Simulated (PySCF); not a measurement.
# Deuteron quadrupole couplings in `C/C=C(\F)CC`

Compound: C₅H₉F.
Geometry (PBE0-D3(BJ)/def2-SVP, Å), atoms numbered from 1 in this order:
```xyz
15
C5H9F angstrom
C      2.540    0.040    0.589
C      1.087   -0.114    0.887
C      0.135   -0.328   -0.022
F      0.463   -0.409   -1.327
C     -1.329   -0.490    0.200
C     -2.164    0.564   -0.522
H      2.730   -0.006   -0.492
H      3.134   -0.751    1.076
H      2.925    1.002    0.966
H      0.757   -0.053    1.928
H     -1.520   -0.465    1.284
H     -1.623   -1.495   -0.152
H     -1.962    0.547   -1.603
H     -3.239    0.384   -0.374
H     -1.931    1.574   -0.151
```

Level: PBE0/pcSseg-1 (PySCF, non-relativistic); Q(2H) = 0.00286 b; rigid geometry, the same for H and D, with no vibrational averaging.

Question: Rank these positions by the coupling χzz of a deuteron there, largest first.
A. H12 (methylene hydrogen)
B. H10 (vinylic hydrogen)
C. H15 (methyl hydrogen)

Answer: B (205 kHz), C (195 kHz), A (188 kHz).

Question: Give the electric field gradient Vzz (the principal value of largest size), its asymmetry and the 2H coupling at each hydrogen.

Answer: 
```csv
atom,bonded to,bond length (Å),Vzz (au),η,χzz (kHz)
H7,C1,1.098,0.2924,0.03,196
H8,C1,1.103,0.2890,0.03,194
H9,C1,1.102,0.2895,0.03,195
H10,C2,1.094,0.3052,0.10,205
H11,C5,1.100,0.2879,0.04,194
H12,C5,1.105,0.2804,0.02,188
H13,C6,1.100,0.2907,0.02,195
H14,C6,1.100,0.2936,0.03,197
H15,C6,1.101,0.2907,0.03,195
```

Question: How does χzz go with the bond length over the 9 C–H bonds?

Answer: A straight-line fit has a slope of -12.8 kHz for each 0.01 Å, with a correlation coefficient of -0.93, over lengths from 1.094 to 1.105 Å. The longer bonds have the smaller couplings here.

The structure is a single PBE0-D3(BJ)/def2-SVP conformer in the gas phase; no vibrational or solvent corrections. The small basis limits the accuracy of the gradients.

The run behind these numbers computed NMR shieldings as well. The run took 18 s (with the writing of density and orbital grids) on one thread of an Arm Neoverse V1 (shared host), and the process peaked at 0.75 GiB of memory.
